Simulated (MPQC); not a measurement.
# HF (hydrogen fluoride): levels of theory compared

Aim: a comparison of 3 runs (HF/STO-3G, HF/pcseg-1, B3LYP/6-31G*) of HF (hydrogen fluoride). 

The results are computed with MPQC 2.3.1.

4 further runs of the same task are left out: 2 that didn't finish, 2 set aside as unsound or not needed.

## (1) The molecule

The species is HF (2 atoms), meant as a singlet with charge 0. As SMILES, `F`. Geometry: relaxed at PBE0-D4/def2-TZVP.

Bond lengths: F1–H2 0.920 Å.

## (2) Energy and forces at HF/STO-3G (run 1)

run.in

```
% FH
molecule<Molecule>: (
    symmetry = c1
    unit = angstrom
    { atoms geometry } = {
        F  [ -0.390000 0.144600 -0.196400 ]
        H  [ 0.390000 -0.144600 0.196400 ]
    }
)
basis<GaussianBasisSet>: (
    name = "STO-3G"
    molecule = $:molecule
    basisdir = "."
    puream = yes
)
mpqc: (
    checkpoint = no
    savestate = no
    restart = no
    do_energy = yes
    do_gradient = yes
    optimize = no
    mole<CLHF>: (
        molecule = $:molecule
        basis = $:basis
        total_charge = 0
        memory = 1000000000
        print_evals = yes
        print_npa = yes
        maxiter = 120
        value_accuracy = 1e-08
        guess_wavefunction<CLHF>: (
            molecule = $:molecule
            total_charge = 0
            memory = 1000000000
            value_accuracy = 1e-3
            basis<GaussianBasisSet>: (
                name = "MINI (Huzinaga)"
                molecule = $:molecule
            )
        )
    )
)
```

The basis set STO-3G is read from a file made from the Basis Set Exchange's data (not shown).

Started as:

```
$ mpqc run.in > run.out
```

Output:

```text
MPQC: Massively Parallel Quantum Chemistry
[...]
  LUMO is     6   A =   0.625939
  total scf energy =  -98.5710965414
[...]
Value of the MolecularEnergy:  -98.5710965414
  Gradient of the MolecularEnergy:
      1    0.0458281113
      2   -0.0169916536
      3    0.0230785668
      4   -0.0458281113
      5    0.0169916536
      6   -0.0230785668
  Function Parameters:
    value_accuracy    = 2.008054e-10 (1.000000e-08) (computed)
    gradient_accuracy = 2.008054e-08 (1.000000e-06) (computed)
    hessian_accuracy  = 0.000000e+00 (1.000000e-04)
[...]
      symmetry = c1
[...]
```

Wall time 0.08 s (1 thread of Arm Neoverse V2, shared host).

## (3) Energy and gradient at HF/pcseg-1 (run 2)

mol.in

```
molecule<Molecule>: (
  symmetry = c1
  unit = bohr
  { atoms geometry } = {
    F  [ -0.73699319 0.27325440 -0.37114221 ]
    H  [ 0.73699319 -0.27325440 0.37114221 ]
  }
)
basis<GaussianBasisSet>: (
  name = "pcseg-1"
  molecule = $:molecule
  basisdir = "."
  puream = yes
)
mpqc: (
  checkpoint = no
  savestate = no
  restart = no
  do_energy = yes
  do_gradient = yes
  optimize = no
  mole<CLHF>: (
    molecule = $:molecule
    basis = $:basis
    total_charge = 0
    memory = 1000000000
    print_evals = yes
    print_npa = yes
    maxiter = 120
    value_accuracy = 1e-08
    guess_wavefunction<CLHF>: (
      molecule = $:molecule
      total_charge = 0
      memory = 1000000000
      value_accuracy = 1e-3
      basis<GaussianBasisSet>: (
        name = "STO-3G"
        molecule = $:molecule
      )
    )
  )
)
```

The basis set pcseg-1 is read from a file made from the Basis Set Exchange's data (not shown).

Started as:

```
$ mpqc mol.in > mol.out
```

Output:

```text
MPQC: Massively Parallel Quantum Chemistry
[...]
  LUMO is     6   A =   0.155470
  total scf energy =  -99.9883764815
[...]
Value of the MolecularEnergy:  -99.9883764815
  Gradient of the MolecularEnergy:
      1   -0.0159450490
      2    0.0059119336
      3   -0.0080297631
      4    0.0159450490
      5   -0.0059119336
      6    0.0080297631
  Function Parameters:
    value_accuracy    = 3.587427e-09 (1.000000e-08) (computed)
    gradient_accuracy = 3.587427e-07 (1.000000e-06) (computed)
    hessian_accuracy  = 0.000000e+00 (1.000000e-04)
[...]
      symmetry = c1
[...]
```

Wall time 0.1 s (1 thread of Arm Neoverse V2, shared host).

## (4) Energy and forces at B3LYP/6-31G(d) (spherical functions) (run 3)

job.in

```
% FH
molecule<Molecule>: (
    symmetry = c1
    unit = angstrom
    { atoms geometry } = {
        F  [ -0.390000 0.144600 -0.196400 ]
        H  [ 0.390000 -0.144600 0.196400 ]
    }
)
basis<GaussianBasisSet>: (
    name = "6-31G*"
    molecule = $:molecule
    basisdir = "."
    puream = yes
)
mpqc: (
    checkpoint = no
    savestate = no
    restart = no
    do_energy = yes
    do_gradient = yes
    optimize = no
    mole<CLKS>: (
        molecule = $:molecule
        basis = $:basis
        total_charge = 0
        memory = 1000000000
        print_evals = yes
        print_npa = yes
        maxiter = 120
        value_accuracy = 1e-08
        functional<StdDenFunctional>: ( name = "B3LYP" )
        integrator<RadialAngularIntegrator>: ( grid = xfine )
        guess_wavefunction<CLHF>: (
            molecule = $:molecule
            total_charge = 0
            memory = 1000000000
            value_accuracy = 1e-3
            basis<GaussianBasisSet>: (
                name = "STO-3G"
                molecule = $:molecule
            )
        )
    )
)
```

The basis set 6-31G* is read from a file made from the Basis Set Exchange's data (not shown).

Started as:

```
$ mpqc job.in > job.out
```

Output:

```text
MPQC: Massively Parallel Quantum Chemistry
[...]
  Integrated electron density error = 0.000077758398
  iter     1 energy = -100.2297419463 delta = 2.72804e-01
  Integrated electron density error = 0.000005495640
  iter     2 energy = -100.3052769781 delta = 7.89381e-02
[...]
  Integrated electron density error = -0.000000083685
  iter     8 energy = -100.4179472066 delta = 3.10447e-07
  Integrated electron density error = -0.000000083685
  iter     9 energy = -100.4179472066 delta = 6.58051e-08
  Integrated electron density error = -0.000000083685
  iter    10 energy = -100.4179472066 delta = 1.19397e-08
[...]
  LUMO is     6   A =   0.068641
  total scf energy = -100.4179472066
[...]
  Integrated electron density error = -0.000000083840
  Total Gradient:
[...]
Value of the MolecularEnergy: -100.4179472066
  Gradient of the MolecularEnergy:
      1    0.0141609830
      2   -0.0052489751
      3    0.0071328457
      4   -0.0141609830
      5    0.0052489751
      6   -0.0071328457
  Closed Shell Kohn-Sham (CLKS) Parameters:
    Function Parameters:
      value_accuracy    = 2.972911e-10 (1.000000e-08) (computed)
      gradient_accuracy = 2.972911e-08 (1.000000e-06) (computed)
      hessian_accuracy  = 0.000000e+00 (1.000000e-04)
[...]
        symmetry = c1
[...]
```

Run time: 0.8 s. Hardware: 1 thread of Arm Neoverse V2, shared host.

## (5) The series

```csv
run,level,starting guess,integration grid,energy (Eh),HOMO energy (eV),LUMO energy (eV),HOMO–LUMO gap (eV),wall time
1,HF/STO-3G,MINI (Huzinaga),–,-98.571097,-12.63,17.03,29.66,0.08 s
2,HF/pcseg-1,STO-3G,–,-99.988376,-17.53,4.23,21.76,0.1 s
3,B3LYP/6-31G* (spherical functions),STO-3G,xfine,-100.417947,-10.24,1.87,12.11,0.8 s
```

## (6) Outcome

| quantity | value |
| --- | --- |
| run 3: total energy | -100.41795 Eh |
| run 3: HOMO energy | -10.24 eV |
| run 3: LUMO energy | 1.87 eV |
| run 3: HOMO–LUMO gap | 12.11 eV |
| run 3: largest force on an atom | 0.859 eV/Å |

**Reading.** The HOMO–LUMO gap runs from 12.11 eV (B3LYP/6-31G*) to 29.66 eV (HF/STO-3G). The two ends differ in method and basis. In run 1 the basis is minimal, so the values are rough. All runs together took 0.98 s, the longest 0.8 s.
